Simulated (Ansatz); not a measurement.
Input file:

```yaml
crystal:
  periodic: [false, false, false]
  atoms:
    - {symbol: N, position_ang: [0.000000, 0.000000, 0.000000]}
    - {symbol: C, position_ang: [0.000000, 0.000000, 2.125000]}
basis:
  gaussian: {orbitals: 6-31G}
magnetization: {spin_polarized: true, initial_magnetization: 1}
hamiltonian: {xc: {name: B97M-V}}
```

```sh
$ ansatz run in.yaml --threads 1 --pin off --events-out ev --progress --plain --max-ram 2393MiB
```

Output:

```
  # Of w^i u^j: cxij and so on, Table III.
  gx(w, u) = cx00 + cx01*u + cx02*u^2 + (cx10 + cx11*u)*w
  gss(w, u) = css00 + css02*u^2 + css10*w + (css32*w^3 + css42*w^4)*u^2
  gos(w, u) = cos00 + cos01*u + cos03*u^3 + cos10*w + cos32*w^3*u^2
      + integral(e_c_pw_mod_opposite_spin*gos(b97_w_opposite, b97_u_opposite)) + vv10(b, c)
259 factors; integrals over basis functions are off by at most 1.1e-4 eV
mean field evaluation 1: about -2501.5844 eV, gradient 4.4e1 eV
mean field evaluation 2: about -2320.0147 eV, gradient 1.2e2 eV
mean field evaluation 4: about -2503.5128 eV, gradient 4.6e1 eV
mean field evaluation 8: about -2515.7770 eV, gradient 1.7e0 eV
mean field evaluation 16: about -2515.8331 eV, gradient 1.7e-4 eV
mean field evaluation 32: about -2515.8331 eV, gradient 2.5e-4 eV
mean field evaluation 64: about -2515.7784 eV, gradient 2.1e0 eV
mean field -2515.83311553 eV, -92.4551617028 hartree, gradient 1.0e-5 eV, S^2 1.941006; 9 other end points of the search recorded, 0 dependent functions left out
reference -2515.83313689 eV, -92.4551624877 hartree; 7, 6 occupied and 11, 12 virtual orbitals, 259 factors
Total energy: -2515.83313689 eV, -92.4551624877 hartree
```

Ran on 1 thread of Arm Neoverse V1, shared host: 3.7 s wall, 0.18 GiB peak host memory.
